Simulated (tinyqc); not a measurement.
Worked calculation: CID on RHF in the sto-3g basis, frozen core, for LiH, spin multiplicity 1. Computed by tinyqc, a small Python program that keeps every step (integrals from PySCF). Settings: charge = 0, multiplicity = 1, basis = sto-3g, method = RHF, frozen orbitals = 1, energy threshold = 1e-10, iteration cap = 78, orthogonalisation = symmetric, start = atomic densities, DIIS depth = 6, ci = CID. Command: `OMP_NUM_THREADS=1 python tinyqc.py 21280 21281 out.jsonl` (the two numbers bound the seeds that draw the settings). One thread of a shared host (Intel(R) Xeon(R) Processor @ 2.60GHz), about 0.2 s of CPU time with the checks. The early iterations of the SCF are left out here.

## One-electron integrals

Geometry (angstrom):
```
atom,x,y,z
Li,0.000000,0.000000,0.000000
H,0.000000,0.000000,1.930000
```

Basis sto-3g: exponents (1/bohr^2) and contraction coefficients of normalised primitives:
```
element,l (shell),exponent,coefficient
Li,s (1),16.119575,0.154329
Li,s (1),2.936201,0.535328
Li,s (1),0.794651,0.444635
Li,s (2),0.636290,-0.099967
Li,s (2),0.147860,0.399513
Li,s (2),0.048089,0.700115
Li,p (3),0.636290,0.155916
Li,p (3),0.147860,0.607684
Li,p (3),0.048089,0.391957
H,s (1),3.425251,0.154329
H,s (1),0.623914,0.535328
H,s (1),0.168855,0.444635
```

Overlap, kinetic and nuclear-attraction integrals over the contracted functions; the nuclear repulsion is the sum of Za Zb / Rab.

nuclear repulsion = 0.82255525 hartree

overlap S, lower triangle:
```
,1Li 1s,1Li 2s,1Li 2px,1Li 2py,1Li 2pz,2H 1s
1Li 1s,1.000000
1Li 2s,0.241137,1.000000
1Li 2px,0.000000,0.000000,1.000000
1Li 2py,0.000000,0.000000,0.000000,1.000000
1Li 2pz,0.000000,0.000000,0.000000,0.000000,1.000000
2H 1s,0.032401,0.314860,0.000000,0.000000,0.439301,1.000000
```

kinetic energy T (hartree), lower triangle:
```
,1Li 1s,1Li 2s,1Li 2px,1Li 2py,1Li 2pz,2H 1s
1Li 1s,3.576786
1Li 2s,-0.020237,0.102163
1Li 2px,0.000000,0.000000,0.319682
1Li 2py,0.000000,0.000000,0.000000,0.319682
1Li 2pz,0.000000,0.000000,0.000000,0.000000,0.319682
2H 1s,-0.010119,0.022809,0.000000,0.000000,0.081516,0.760032
```

nuclear attraction V (hartree), lower triangle:
```
,1Li 1s,1Li 2s,1Li 2px,1Li 2py,1Li 2pz,2H 1s
1Li 1s,-8.257066
1Li 2s,-1.030459,-1.463400
1Li 2px,0.000000,0.000000,-1.426844
1Li 2py,0.000000,0.000000,0.000000,-1.426844
1Li 2pz,-0.011069,-0.103034,0.000000,0.000000,-1.507757
2H 1s,-0.135187,-0.531231,0.000000,0.000000,-0.749656,-2.048725
```

core Hamiltonian H = T + V (hartree), lower triangle:
```
,1Li 1s,1Li 2s,1Li 2px,1Li 2py,1Li 2pz,2H 1s
1Li 1s,-4.680280
1Li 2s,-1.050697,-1.361237
1Li 2px,0.000000,0.000000,-1.107162
1Li 2py,0.000000,0.000000,0.000000,-1.107162
1Li 2pz,-0.011069,-0.103034,0.000000,0.000000,-1.188075
2H 1s,-0.145306,-0.508421,0.000000,0.000000,-0.668139,-1.288693
```

## Two-electron integrals

Functions are numbered as in S; the eight-fold symmetry (ij|kl) = (ji|kl) = (kl|ij) leaves the list below.

Two-electron integrals (ij|kl) in chemists' order, unique and non-zero (hartree):
```
i,j,k,l,(ij|kl)
1,1,1,1,1.680395
2,1,1,1,0.265420
2,1,2,1,0.049941
2,2,1,1,0.397727
2,2,2,1,0.092860
2,2,2,2,0.290562
3,1,3,1,0.008981
3,2,3,1,0.013788
3,2,3,2,0.064184
3,3,1,1,0.396640
3,3,2,1,0.092880
3,3,2,2,0.290497
3,3,3,3,0.312946
4,1,4,1,0.008981
4,2,4,1,0.013788
4,2,4,2,0.064184
4,3,4,3,0.016869
4,4,1,1,0.396640
4,4,2,1,0.092880
4,4,2,2,0.290497
4,4,3,3,0.279207
4,4,4,4,0.312946
5,1,5,1,0.008981
5,2,5,1,0.013788
5,2,5,2,0.064184
5,3,5,3,0.016869
5,4,5,4,0.016869
5,5,1,1,0.396640
5,5,2,1,0.092880
5,5,2,2,0.290497
5,5,3,3,0.279207
5,5,4,4,0.279207
5,5,5,5,0.312946
6,1,1,1,0.034320
6,1,2,1,0.006506
6,1,2,2,0.012381
6,1,3,3,0.012237
6,1,4,4,0.012237
6,1,5,1,0.000800
6,1,5,2,0.001562
6,1,5,5,0.012676
6,1,6,1,0.000932
6,2,1,1,0.104949
6,2,2,1,0.024915
6,2,2,2,0.085658
6,2,3,3,0.080891
6,2,4,4,0.080891
6,2,5,1,0.003951
6,2,5,2,0.026453
6,2,5,5,0.095112
6,2,6,1,0.003911
6,2,6,2,0.045819
6,3,3,1,0.001718
6,3,3,2,0.008665
6,3,5,3,0.003789
6,3,6,3,0.002796
6,4,4,1,0.001718
6,4,4,2,0.008665
6,4,5,4,0.003789
6,4,6,4,0.002796
6,5,1,1,0.137598
6,5,2,1,0.032933
6,5,2,2,0.116903
6,5,3,3,0.108864
6,5,4,4,0.108864
6,5,5,1,0.006089
6,5,5,2,0.040686
6,5,5,5,0.132864
6,5,6,1,0.005321
6,5,6,2,0.067716
6,5,6,5,0.100997
6,6,1,1,0.273950
6,6,2,1,0.065974
6,6,2,2,0.250683
6,6,3,3,0.228864
6,6,4,4,0.228864
6,6,5,1,0.010878
6,6,5,2,0.093351
6,6,5,5,0.294193
6,6,6,1,0.010608
6,6,6,2,0.172256
6,6,6,5,0.262884
6,6,6,6,0.774606
```

## Orthogonalisation

S = U s U^T; symmetric (Loewdin) form X = U s^(-1/2) U^T, so that X^T S X = 1.

eigenvalues of S: 0.447085  0.802393  1.000000  1.000000  1.180027  1.570495

X, lower triangle:
```
,1Li 1s,1Li 2s,1Li 2px,1Li 2py,1Li 2pz,2H 1s
1Li 1s,1.023424
1Li 2s,-0.130435,1.072830
1Li 2px,0.000000,0.000000,1.000000
1Li 2py,0.000000,0.000000,0.000000,1.000000
1Li 2pz,-0.007154,0.068196,0.000000,0.000000,1.092925
2H 1s,0.017341,-0.199181,0.000000,0.000000,-0.272424,1.141276
```

## Iteration 8 (converged): orbitals

converged F (hartree), lower triangle:
```
,1Li 1s,1Li 2s,1Li 2px,1Li 2py,1Li 2pz,2H 1s
1Li 1s,-2.356284
1Li 2s,-0.641278,-0.215305
1Li 2px,0.000000,0.000000,0.162685
1Li 2py,0.000000,0.000000,0.000000,0.162685
1Li 2pz,0.014535,-0.079141,0.000000,0.000000,0.034453
2H 1s,-0.089203,-0.223167,0.000000,0.000000,-0.211305,-0.100822
```

Diagonalise F' = X^T F X, C = X C', fill 2 alpha and 2 beta electrons from the bottom; D = 2 C_occ C_occ^T. Each column has its largest component positive (the first on a tie).

F' = X^T F X (hartree), lower triangle:
```
,1,2,3,4,5,6
1,-2.302913
2,-0.359784,-0.027619
3,0.000000,0.000000,0.162685
4,0.000000,0.000000,0.000000,0.162685
5,0.013868,0.009413,0.000000,0.000000,0.154922
6,0.008354,-0.226659,0.000000,0.000000,-0.265942,0.087013
```

orbital energies (hartree): MO1 -2.358795, MO2 -0.256245, MO3 0.074296, MO4 0.162685, MO5 0.162685, MO6 0.452146

coefficients C:
```
,MO1,MO2,MO3,MO4,MO5,MO6
1Li 1s,0.991414,-0.152897,-0.213534,0.000000,0.000000,0.113512
1Li 2s,0.033429,0.482228,0.798155,0.000000,0.000000,-0.584454
1Li 2px,0.000000,0.000000,0.000000,0.300288,0.953849,0.000000
1Li 2py,0.000000,0.000000,0.000000,0.953849,-0.300288,0.000000
1Li 2pz,-0.004803,0.334156,-0.602107,0.000000,0.000000,-0.893973
2H 1s,-0.000327,0.574784,-0.173322,0.000000,0.000000,1.027755
```

D after iteration 8, lower triangle:
```
,1Li 1s,1Li 2s,1Li 2px,1Li 2py,1Li 2pz,2H 1s
1Li 1s,2.012560
1Li 2s,-0.081179,0.467323
1Li 2px,0.000000,0.000000,0.000000
1Li 2py,0.000000,0.000000,0.000000,0.000000
1Li 2pz,-0.111706,0.321958,0.000000,0.000000,0.223366
2H 1s,-0.176414,0.554333,0.000000,0.000000,0.384138,0.660754
```

Within a degenerate level the vectors are fixed only up to a rotation; this is one choice.

## Convergence

Stop when the energy changes by less than 1e-10 hartree and every element of the error matrix X^T (F D S - S D F) X is below 3e-06.

Course of the cycle:
```
iteration,E (hartree),change,largest element of the error matrix
1,-7.64390819,-,1.14e-01
2,-7.82814180,-1.84e-01,7.81e-02
3,-7.83673245,-8.59e-03,2.47e-02
4,-7.83799101,-1.26e-03,5.09e-03
5,-7.83816611,-1.75e-04,5.33e-04
6,-7.83816785,-1.74e-06,3.58e-05
7,-7.83816785,-7.65e-09,4.92e-07
8,-7.83816785,-1.68e-12,4.87e-08
```

PySCF RHF in the same basis = -7.83816785 hartree

Converged in 8 iterations.

## Integrals over molecular orbitals

(pq|rs) = sum C_ip C_jq C_kr C_ls (ij|kl), one index at a time.

one-electron integrals over orbitals h = C^T H C (hartree), lower triangle:
```
,1,2,3,4,5,6
1,-4.671210
2,0.097537,-1.374474
3,0.163487,0.022465,-1.105220
4,0.000000,0.000000,0.000000,-1.107162
5,0.000000,0.000000,0.000000,0.000000,-1.107162
6,-0.049863,0.015741,0.024195,0.000000,0.000000,-0.997369
```

Two-electron integrals over orbitals (pq|rs), unique and non-zero (hartree); the lowest 1 orbital is frozen and left out:
```
p,q,r,s,(pq|rs)
2,2,2,2,0.464902
3,2,2,2,-0.054814
3,2,3,2,0.017395
3,3,2,2,0.215975
3,3,3,2,0.011840
3,3,3,3,0.333039
4,2,4,2,0.021867
4,3,4,2,0.019777
4,3,4,3,0.041318
4,4,2,2,0.254427
4,4,3,2,0.010076
4,4,3,3,0.280831
4,4,4,4,0.312946
5,2,5,2,0.021867
5,3,5,2,0.019777
5,3,5,3,0.041318
5,4,5,4,0.016869
5,5,2,2,0.254427
5,5,3,2,0.010076
5,5,3,3,0.280831
5,5,4,4,0.279207
5,5,5,5,0.312946
6,2,2,2,0.113420
6,2,3,2,-0.039761
6,2,3,3,-0.017937
6,2,4,4,-0.030341
6,2,5,5,-0.030341
6,2,6,2,0.128134
6,3,2,2,-0.054443
6,3,3,2,0.013652
6,3,3,3,0.036207
6,3,4,4,0.005524
6,3,5,5,0.005524
6,3,6,2,-0.035930
6,3,6,3,0.028447
6,4,4,2,-0.019066
6,4,4,3,-0.012789
6,4,6,4,0.019674
6,5,5,2,-0.019066
6,5,5,3,-0.012789
6,5,6,5,0.019674
6,6,2,2,0.436798
6,6,3,2,-0.047121
6,6,3,3,0.239287
6,6,4,4,0.262531
6,6,5,5,0.262531
6,6,6,2,0.112201
6,6,6,3,-0.045602
6,6,6,6,0.435294
```

## CID: determinants and Hamiltonian

one-electron integrals dressed by the frozen orbital, h + 2 (pq|11) - (p1|1q) (hartree), lower triangle:
```
,2,3,4,5,6
2,-0.721147
3,0.054814,-0.340259
4,0.000000,0.000000,-0.324302
5,0.000000,0.000000,0.000000,-0.324302
6,-0.113420,0.069125,0.000000,0.000000,-0.293316
```

energy of the frozen orbital, 2 h_11 + (11|11) = -7.68333125 hartree

Hartree-Fock energy = -7.83816785 hartree

Slater-Condon rules over spin orbitals, with the nuclear repulsion and the energy of the frozen orbital added and E(HF) subtracted on the diagonal. Only determinants linked to the reference directly or through others are kept (one block of an abelian symmetry group), so some states are absent.

Occupation strings over the orbitals (2 doubly, a alpha, b beta, 0 empty; spin orbitals ordered 1a 1b 2a 2b ...): 220000 202000 20a00b 200200 200020 20b00a 200002

H - E(HF) between determinants (hartree), lower triangle:
```
,220000,202000,20a00b,200200,200020,20b00a,200002
220000,0.000000
202000,0.017395,0.629912
20a00b,-0.039761,0.105332,0.583104
200200,0.021867,0.041318,-0.012789,0.641732
200020,0.021867,0.041318,-0.012789,0.016869,0.641732
20b00a,0.039761,-0.105332,-0.028447,0.012789,0.012789,0.583104
200002,0.128134,0.028447,0.023523,0.019674,0.019674,-0.023523,0.826053
```

## CID: roots

Diagonalise (each vector has its largest component positive (the first on a tie)); all determinants have Ms = 0, so triplets appear too. The lowest singlet root is the correlation energy.

lowest roots of this matrix, relative to E(HF) (hartree): -0.027006  0.458139  0.554656  0.624863  0.669698  0.755263  0.870022

lowest vectors:
```
,root 1,root 2,root 3,root 4
220000,0.982196,0.088104,0.000000,0.000000
202000,-0.039997,0.673838,0.000000,0.000000
20a00b,0.072373,-0.474728,0.707107,0.000000
200200,-0.021935,-0.209101,0.000000,0.707107
200020,-0.021935,-0.209101,0.000000,-0.707107
20b00a,-0.072373,0.474728,0.707107,0.000000
200002,-0.149177,0.000282,0.000000,0.000000
```

<S^2> of these roots: 0.000000  0.000000  2.000000  0.000000  0.000000  0.000000  0.000000

weight of the ground state by excitation level 0, 1, 2, ...: 0.964708  0.000000  0.035292
